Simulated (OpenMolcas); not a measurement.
# OH− (hydroxide): levels of theory compared

Wanted: a comparison of 6 runs (HF/3-21G, B2PLYP/3-21G, B3LYP/3-21G, PBE/3-21G, UB3LYP/3-21G, UPBE/3-21G) of OH− (hydroxide). 

The results are computed with OpenMolcas 26.06.

1 further run of the same task is left out (set aside as unsound or not needed).

## Step 1: The system as given

OH− has 2 atoms, charge -1, and is taken as a singlet. SMILES: `[OH-]`. The O1–H2 distance was set to 1.204 Å, away from the relaxed value.

Bond lengths: O1–H2 1.204 Å.

## Step 2: A single-point energy at HF/3-21G (run 1)

Contents of struct.xyz:

```xyz
2

O      0.617669    -0.197690     0.318734
H     -0.411800     0.131800    -0.212500
```

Contents of test.inp:

```
&GATEWAY
BasLib
$CurrDir
Coord
struct.xyz
Basis
3-21G
Group
NoSym
&SEWARD
&SCF
Charge
-1
Thresholds
1e-10 1e-07 1e-07 1e-05
PrOrbitals
1 1
```

The basis set 3-21G is read from a file made from the Basis Set Exchange's data (not shown).

Command:

```bash
$ export MOLCAS_MEM=1860
$ pymolcas test.inp > test.log
```

The log of the run:

```text
--- Start Module: gateway ---
[...]
--- Stop Module: gateway /rc=_RC_ALL_IS_WELL_ ---
--- Start Module: seward ---
[...]
      Basis functions           11
--- Stop Module: seward /rc=_RC_ALL_IS_WELL_ ---
--- Start Module: scf ---
[...]
       Convergence after  12 Iterations
[...]
::    Total SCF energy                                -74.8570496285
[...]
      Total spin, S                                     0.0000000000
[...]
      Total electronic charge=   10.000000
      Total            charge=   -1.000000
[...]
      Dipole Moment (debye):
      Origin of the operator (angstrom)=    0.5566   -0.1782    0.2872
                   X=  1.5441E-01               Y= -4.9420E-02               Z=  7.9680E-02           Total=  1.8065E-01
      Center of Charge (angstrom)
[...]
--- Stop Module: scf /rc=_RC_ALL_IS_WELL_ ---
[...]
```

It took 1.6 s on 1 thread of Intel Xeon Platinum 8488C (Sapphire Rapids), shared host; peak memory 0.37 GiB.

## Step 3: A single-point energy at B2PLYP/3-21G (run 2)

struct.xyz is that of step 2.

Contents of test.input:

```
* HO Kohn-Sham DFT

&GATEWAY
  BASLIB
  $CurrDir
  COORD
  struct.xyz
  BASIS
  3-21G
  GROUP
  NoSym

&SEWARD
  GRIDINPUT
  Grid=UltraFine
  End of Grid

&SCF
  CHARGE
  -1
  KSDFT
  B2PLYP_SCF
  THRESHOLDS
  1e-10 1e-07 1e-07 1e-05
  PRORBITALS
  1 1

&MBPT2
  FROZEN
  1
```

The basis set 3-21G is read from a file made from the Basis Set Exchange's data (not shown).

Command:

```bash
$ export MOLCAS_MEM=1860
$ pymolcas test.input > test.log
```

The log of the run:

```text
--- Start Module: gateway ---
[...]
--- Stop Module: gateway /rc=_RC_ALL_IS_WELL_ ---
[...]
      Basis functions           11
[...]
--- Start Module: scf ---
[...]
       Convergence after  13 Iterations
[...]
::    Total KS-DFT energy                             -75.1110828019
[...]
      Total spin, S                                     0.0000000000
[...]
      Total electronic charge=   10.000000
      Total            charge=   -1.000000
[...]
      Dipole Moment (debye):
      Origin of the operator (angstrom)=    0.5566   -0.1782    0.2872
                   X=  1.2728E-01               Y= -4.0737E-02               Z=  6.5679E-02           Total=  1.4891E-01
      Center of Charge (angstrom)
[...]
--- Stop Module: scf /rc=_RC_ALL_IS_WELL_ ---
[...]
--- Start Module: mbpt2 ---
[...]
 ###    WARNING: MP2 implementation intended for RHF references only         ###
 ###############################################################################
MBPT2 WARNING: Reference function according to RunFile:KS-DFT
I'll assume you know what you're doing and continue
WARNING!
Default frozen orbitals as non valence orbitals is overwritten by user input.
Default values:   1
[...]
       Reference weight ( Cref**2 )         =        0.94984
::    Total MBPT2 energy                              -75.2497656940
[...]
      Total MBPT2 calculations                           0.03      0.04
--- Stop Module: mbpt2 /rc=_RC_ALL_IS_WELL_ ---
[...]
```

Run time: 2.8 s. Hardware: 1 thread of Intel Xeon Platinum 8488C (Sapphire Rapids), shared host; peak memory 0.37 GiB.

Runs 3 to 5 aren't shown in full; the table further down has their settings and results.

## Step 4: The energy at UPBE/3-21G (run 6)

struct.xyz is that of step 3.

Contents of test.inp:

```
&gateway
baslib
$CurrDir
coord
struct.xyz
basis
3-21G
group
NoSym
&seward
gridinput
Grid=UltraFine
End of Grid
&scf
uhf
charge
-1
ksdft
PBE
thresholds
1e-10 1e-07 1e-07 1e-05
scramble
0.25
prorbitals
1 1
```

The basis set 3-21G is read from a file made from the Basis Set Exchange's data (not shown).

Command:

```bash
$ export MOLCAS_MEM=1860
$ pymolcas test.inp > test.log
```

The log of the run:

```text
--- Start Module: gateway ---
[...]
--- Stop Module: gateway /rc=_RC_ALL_IS_WELL_ ---
--- Start Module: seward ---
[...]
      Basis functions           11
--- Stop Module: seward /rc=_RC_ALL_IS_WELL_ ---
--- Start Module: scf ---
[...]
       Convergence after  15 Iterations
[...]
::    Total KS-DFT energy                             -75.1499355944
[...]
      Total spin, S                                    -0.0000000000
[...]
      Total electronic charge=   10.000000
      Total            charge=   -1.000000
[...]
      Dipole Moment (debye):
      Origin of the operator (angstrom)=    0.5566   -0.1782    0.2872
                   X=  7.7210E-02               Y= -2.4712E-02               Z=  3.9842E-02           Total=  9.0330E-02
      Center of Charge (angstrom)
[...]
--- Stop Module: scf /rc=_RC_ALL_IS_WELL_ ---
[...]
```

Run time: 3.6 s. Hardware: 1 thread of Intel Xeon Platinum 8488C (Sapphire Rapids), shared host; peak memory 0.37 GiB.

## Step 5: The series

```
run         level  frozen core orbitals  integration grid  energy (Eh)  HOMO energy (eV)  LUMO energy (eV)  HOMO–LUMO gap (eV)  wall time
  1      HF/3-21G                     –                 –   -74.857050             -0.49             16.63               17.13      1.6 s
  2  B2PLYP/3-21G                     1         UltraFine   -75.148527              3.18             13.80               10.62      2.8 s
  3   B3LYP/3-21G                     –         UltraFine   -75.239362              5.81             11.83                6.02      2.6 s
  4     PBE/3-21G                     –         UltraFine   -75.149936              7.68             10.91                3.23      2.8 s
  5  UB3LYP/3-21G                     –         UltraFine   -75.239362              5.81             11.83                6.02      4.2 s
  6    UPBE/3-21G                     –         UltraFine   -75.149936              7.68             10.91                3.23      3.6 s
```

## Step 6: Results

```
                                                    quantity         value
                                         run 6: total energy  -75.14994 Eh
                                          run 6: HOMO energy       7.68 eV
                                          run 6: LUMO energy      10.91 eV
run 6: HOMO–LUMO gap (to an unbound level, set by the basis)       3.23 eV
```

The HOMO–LUMO gap runs from 3.23 eV (PBE/3-21G) to 17.13 eV (HF/3-21G). Exact exchange widens orbital gaps. The empty levels of an anion lie above zero and hang on the basis. For B2PLYP the log adds the whole second-order term; the table takes 0.27 of it, as the functional is defined. Totals of different functionals can't be ranked against each other. In runs 2, 3, 4, 5, 6 the HOMO lies above zero, so the outermost electron may be held by the basis alone. All runs together took 18 s, the longest 4.2 s.
